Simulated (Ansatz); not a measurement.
## Basis or method: vertical ionisation to the singlet of H₂B–AlH

H2B–AlH, doublet; coordinates (Å): B 0.000 0.000 1.378; Al 0.000 0.000 -0.617; H 0.000 1.044 1.963; H 0.000 -1.044 1.963; H 0.000 0.000 -2.203. Quantity: vertical ionisation to the singlet.

Ansatz 0.2.0, basis cc-pVDZ or cc-pVTZ; geometries are PBE0/def2-TZVP minima. Wave-function levels freeze the cores; HF, MP2 and coupled cluster are restricted for singlets and unrestricted otherwise, Kohn–Sham unrestricted where that lies lower. The reference is CCSDT(Q) (coupled cluster only where its series has nearly closed). Semilocal and hybrid functionals correlate all electrons outside any core potential and usually lie nearer their basis limit than the reference, so part of their error here is the reference's basis and frozen-core error; RPA and the MP2 part of double hybrids freeze the same cores as the reference. None of these values is a measured one. Energies are electronic, without zero-point terms. No spin–orbit coupling and no scalar relativity. The species are chosen: bound, without strong static correlation by their natural occupations or amplitudes, in their lowest spin state as far as vertical gaps and like structures tell, with only the lowest ion state computed, and with a ladder that closes on the reference, so errors are smaller than for species at large; levels whose determinant breaks symmetry or spin markedly are left out.

| level | cc-pVDZ (eV) | cc-pVTZ (eV) |
| --- | --- | --- |
| reference | 6.958 (CCSDT(Q)) | 7.087 (CCSDT(Q)) |
| HF | 6.327 | 6.358 |
| CCSD(T) | 6.941 | 7.068 |
| CCSDT | 6.954 | 7.082 |
| PBE | 7.347 | 7.382 |
| PBE0 | 7.263 | 7.292 |
| wB97M-V | 6.976 | 7.022 |
| B2PLYP | 7.008 | 7.072 |

From cc-pVDZ to cc-pVTZ the reference moves by 0.129 eV and PBE by 0.035; the step from CCSD(T) to the reference is 0.017 in the first and 0.019 in the last.
